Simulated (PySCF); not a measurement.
Spin-Hamiltonian simulation

Molecule: SMILES O=C(F)C1CC1, C$_{4}$H$_{5}$FO.

Bonds (- single, = double, # triple, : aromatic): O1=C2 1.182 Å, C2-F3 1.372 Å, C2-C4 1.461 Å, C4-C5 1.515 Å, C5-C6 1.481 Å, C6-C4 1.515 Å. C4 carries H7; C5 carries H8, H9; C6 carries H10, H11. H9, H11 are cis to C2 on the ring; H8, H10 are trans to C2 on the ring.

All values are calculated (PySCF 2.14.0 with density-fitted response routines): J couplings at B3LYP/pcJ-1 (spin–dipole term only in couplings to heteroatoms), GFN2-xTB geometry, shieldings: GIAO PBE0/pcSseg-1. Non-relativistic Hamiltonian, one computed conformer, in vacuum, rapidly exchanging positions averaged.

References, each an isolated molecule treated in the same way: ¹H (31.72 ppm) against TMS.

The 6-spin Hamiltonian (Zeeman plus full scalar coupling among like nuclei) was diagonalised exactly; lines are Lorentzian, 1.0 Hz wide, and the maxima above 3 % are listed with the tallest set to 100.

Peak list at 600 MHz for the spins F3/H7/H8/H9/H10/H11:
δ in ppm (height): 1.676 (10), 1.671 (11), 1.668 (20), 1.662 (32), 1.658 (17), 1.656 (26), 1.653 (49), 1.648 (43), 1.644 (24), 1.641 (17), 1.638 (35), 1.633 (24), 1.630 (13), 1.624 (12), 1.197 (18), 1.192 (32), 1.190 (27), 1.188 (58), 1.186 (57), 1.182 (100), 1.179 (63), 1.178 (64), 1.174 (98), 1.167 (34), 1.165 (32), 1.163 (21), 1.149 (29), 1.140 (21), 1.137 (34), 1.136 (35), 1.129 (73), 1.124 (55), 1.123 (57), 1.122 (45), 1.121 (46), 1.115 (80), 1.110 (56), 1.106 (30), 1.099 (17)

Question: Extract the chemical shifts and coupling constants behind this pattern (give the signs of the calculation).

Answer: 
Shifts (ppm): F3 69.7, H7 1.65, H8/H10 1.12, H9/H11 1.18.
Couplings (Hz): F3–H7: -3.2; F3–H8, F3–H10: -0.5; F3–H9, F3–H11: -0.3; H7–H8, H7–H10: 9.0; H7–H9, H7–H11: 5.1; H8–H9, H10–H11: -5.7; H8–H10: 10.2; H8–H11, H9–H10: 8.1; H9–H11: 11.3.
These are the parameters used. A line list fixes at most the relative signs, and those only where coupling is strong; other parameter sets or atom labellings may fit too, and couplings well below the line width leave little trace. Those between chemically equivalent but magnetically inequivalent protons (AA′, BB′) do shape the pattern.

Unscaled 3J(H,H) at this level run about 10 % above measured values. 3J across rotatable bonds or in flexible rings reflects this conformer alone.
